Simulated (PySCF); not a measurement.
H₂S, SMILES S. Heavy atoms are numbered as in [SH2:1]. Hydrogens are named by the atom that carries them.

Geometry optimised at PBE0-D3(BJ)/def2-TZVPD.

These are PySCF with PBE/pcSseg-2 values and carry that method's errors.

GIAO shieldings, no solvent; atoms alike by connectivity are averaged. δ = σ(ref) − σ: ³³S against H2S (σ = 705.0 ppm); ¹H against TMS (σ = 31.47 ppm), references at their B3LYP-D3(BJ)/def2-TZVP geometries, non-relativistic.

Estimate the chemical shifts. (Estimate from the structure and the level; the computed values follow.)


```tsv
nucleus	atoms	count	δ (ppm)
³³S	S1 (SH2)	1	-1.4
¹H	H on S1	2	0.81
```
